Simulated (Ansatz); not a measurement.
Isolated molecules relaxed with PBE0-D4/def2-TZVP in Ansatz; ΔE leaves out vibrations. CCSD(T)/CBS adds triple-zeta CCSD(T) − MP2 to the extrapolated MP2 energy (def2 sets, frozen cores). This one scheme is used for every species. DFT in def2-TZVPP.

`CC1=NC=C1` → `C/C=C/C#N`  (isomerisation)

```tsv
level	ΔE (kcal/mol)	difference from CCSD(T)/CBS
LDA (SPW92)	-53.7	6.7
PBE-D4	-58.5	1.9
B97M-V	-63.0	-2.6
PBE0-D4	-59.2	1.2
r2SCANh-D4	-62.8	-2.4
B2PLYP	-65.5	-5.1
PBE	-58.8	1.6
r2SCAN	-63.0	-2.6
r2SCANh	-62.8	-2.4
r2SCAN0	-62.5	-2.1
LC-ωPBE	-57.6	2.8
RPA@PBE/def2-TZVPP	-59.9	0.5
CCSD(T)/def2-SVP	-63.3	-2.9
MP2/def2-QZVPP	-64.2	-3.8
SCS-MP2/def2-QZVPP	-64.6	-4.2
MP2/CBS(def2)	-63.7	-3.3
CCSD(T)/CBS	-60.4	0
```

Largest T1 diagnostic among the species: 0.019.

In def2-TZVPP, CCSD(T) changes the Hartree–Fock value by +9.4 kcal/mol (the triples alone add +1.6 kcal/mol) and MP2 by +6.1 kcal/mol. From BLYP to BHLYP (50 % exact exchange), in def2-TZVPP and without D4, ΔE moves by −0.9 kcal/mol.
